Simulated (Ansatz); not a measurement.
**AlBH (doublet): PBE0, B3LYP over a scan of the distance B1–Al2, 6-31G**

How well do these functionals follow the top wave-function level for AlBH (doublet) over a scan of the distance B1–Al2?

The runs use Ansatz 0.2.0, Gaussian basis; 6-31G, all electrons in the functionals.

Plan: PBE0, B3LYP, at 1.661 Å; 1.914 Å; 2.120 Å; 2.307 Å; 2.552 Å; 2.980 Å; 3.396 Å; 3.965 Å; 4.614 Å; 5.603 Å; 7.339 Å.

15 further runs of the same task are left out: 10 that didn't finish, 5 set aside as unsound or not needed.

## Step 1: The system

The geometry derives from a PBE0/def2-TZVP stationary point (not a proven minimum). One bond is set to the value named and the two fragments are kept rigid.

3 atoms, charge 0, spin multiplicity 2.

Atoms are counted from 1 here; the program's logs count them from 0.

Bond lengths: B1–Al2 2.120 Å, B1–H3 1.196 Å. Angles: Al2–B1–H3 167.9°.

No dispersion term is added. B3LYP takes the VWN-RPA correlation.

The geometry shown and the zero of energy belong to the point 2.120 Å. The yardstick, FCI, and other wave-function levels (R restricted, U unrestricted, valence and pair active spaces) come from earlier runs.

## Step 2: PBE0, 1.661 Å

in.yaml reads:

```yaml
crystal:
  periodic: [false, false, false]
  atoms:
    - {symbol: B, position_ang: [0.000000, -0.087749, 0.161333]}
    - {symbol: Al, position_ang: [0.000000, -0.041816, -1.499032]}
    - {symbol: H, position_ang: [0.000000, 0.129566, 1.337698]}
basis:
  gaussian: {orbitals: 6-31G}
magnetization: {spin_polarized: true, initial_magnetization: 1}
hamiltonian: {xc: {name: PBE0}}
output: {forces: true, orbitals: {seedname: orbitals}}
```

Launch:

```
> ansatz run in.yaml --threads 1 --pin off --events-out ev --progress --plain --max-ram 2393MiB
```

Further steps of the session: PBE0, 1.914 Å; PBE0, 2.120 Å; PBE0, 2.307 Å; PBE0, 2.552 Å; PBE0, 2.980 Å; PBE0, 3.396 Å; PBE0, 3.965 Å; PBE0, 4.614 Å; PBE0, 5.603 Å; PBE0, 7.339 Å; B3LYP, 1.661 Å; B3LYP, 1.914 Å; B3LYP, 2.120 Å; B3LYP, 2.307 Å; B3LYP, 2.552 Å; B3LYP, 2.980 Å; B3LYP, 3.396 Å; B3LYP, 3.965 Å; B3LYP, 4.614 Å; B3LYP, 5.603 Å; B3LYP, 7.339 Å.

Before running them: what should the planned runs give, taken together? Wanted: span of the FCI curve; largest miss, PBE0; largest miss, B3LYP.

The runs gave:

| quantity | value |
| --- | --- |
| span of the FCI curve | 229.4 kJ/mol |
| largest miss, PBE0 | +67.5 kJ/mol (7.339 Å) |
| largest miss, B3LYP | +49.6 kJ/mol (7.339 Å) |

**Reading.** Of the functionals, B3LYP keep the smallest largest miss at the points compared (at most 49.6 kJ/mol) and PBE0 strays most (67.5 kJ/mol, at 7.339 Å). PBE0, B3LYP clearly break the spin symmetry at some points (⟨S²⟩ up to 0.96 above the pure value), so energy there is bought with a mixed spin. Functionals and the yardstick converge differently with the basis, so part of each miss in 6-31G is the basis.
